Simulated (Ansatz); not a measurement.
# AlGeH4⁺ (H-bridged), singlet in cc-pVDZ: errors against RCCSDT(Q)

Geometry: that of the AlGeH4 (H-bridged), doublet, kept fixed.

```xyz
6

Ge    0.0000    0.0000    0.7847
Al    0.0000    0.0000   -1.8784
H    -1.1260    0.0000   -0.5236
H     1.1260    0.0000   -0.5236
H     0.0000   -1.4027   -2.6096
H     0.0000    1.4027   -2.6096
```

Basis cc-pVDZ; Ansatz 0.2.0. Correlated methods freeze the noble-gas cores and the filled d shells of p-block atoms, which leaves 10 electrons in 46 orbitals. Prefix R: restricted or restricted open-shell reference. Active spaces: frontier = (8e, 8o) about the gap. No spin–orbit coupling is included, and no scalar relativity.

Full CI isn't at hand for all of this; RCCSDT(Q) serves as the reference, and is uncertain by about the last step of the cluster series.

* UHF ⟨S²⟩: 0.000
* T1 diagnostic (RCCSD): 0.0162
* largest doubles amplitude (RCCSD): 0.059

```tsv
level	E − E(RHF) (eV)
RMP2	-4.0144
RCCSD	-5.1959
RCCSD(T)	-5.3146
```

Q: Estimate how far RCCSDT(Q) in cc-pVDZ lies from RCCSD(T). The table doesn't fix it; the size of (T) and the diagnostics are the guide.

A: RCCSDT(Q) in cc-pVDZ lies 34 meV below RCCSD(T), which is 29 % of the (T) step (-119 meV). The diagnostics give no warning, yet the rest is a sizeable part of (T).

The other levels:

| level | E − E(RCCSDT(Q)) (meV) | share of correlation (%) | wall time |
| --- | --- | --- | --- |
| CISD | 575 | 89.25 | 1.7 s |
| BCCD(T) | 34 | 99.37 | 1.6 s |
| RCCSDT | 5 | 99.91 | – |
| CASSCF (frontier space) | 3728 | 30.30 | – |
| NEVPT2 (frontier space) | 1044 | 80.48 | 15 s |
| MRCISD (frontier space) | 287 | 94.63 | – |
| MRCISD+Q (frontier space) | 21 | 99.61 | 17 s |

The correlation energy at RCCSDT(Q), counted from RHF, is -5.349 eV. That run took 13 s on 1 thread of Arm Neoverse V1, shared host.

Times hold each run's SCF and search for its determinant on a shared host, so for small cases they say little of a method's own cost; they ran on 1 thread of Arm Neoverse V1.
